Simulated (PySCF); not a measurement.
Silicon: a sound run and one with changed settings

Sound run: Si [Ne] 3s2 3p2, Si⁺ [Ne] 3s2 3p1. Calculation: PySCF 2.14, in x2c-SVPall (4s3p1d, 18 functions); scalar relativity by spin-free X2C-1e. The sound run starts from symmetry-adapted Hartree-Fock orbitals and uses a fine grid where one is needed.

Changed run: radial step 0.8 in ln r (0.13 in the sound run). This setting is unsound on purpose.

| species | method | sound run (hartree) | changed run (hartree) | converged |
| --- | --- | --- | --- | --- |
| Si | UHF | -289.34811 | -289.34811 | yes |
| Si | MN15 | -289.81532 | -289.57641 | yes |
| Si | LDA | -288.69861 | -288.60392 | yes |
| Si⁺ | UHF | -289.06759 | -289.06759 | yes |
| Si⁺ | MN15 | -289.51934 | -289.24832 | yes |
| Si⁺ | LDA | -288.39738 | -288.30324 | yes |

Ionisation energy of Si:

| method | sound run (eV) | changed run (eV) |
| --- | --- | --- |
| UHF | 7.633 | 7.633 |
| MN15 | 8.054 | 8.928 |
| LDA | 8.197 | 8.182 |

A coarse radial grid mis-integrates the density and the exchange-correlation energy, with errors of either sign; Hartree-Fock needs no grid.

For comparison, NIST gives 8.152 eV between the lowest levels.
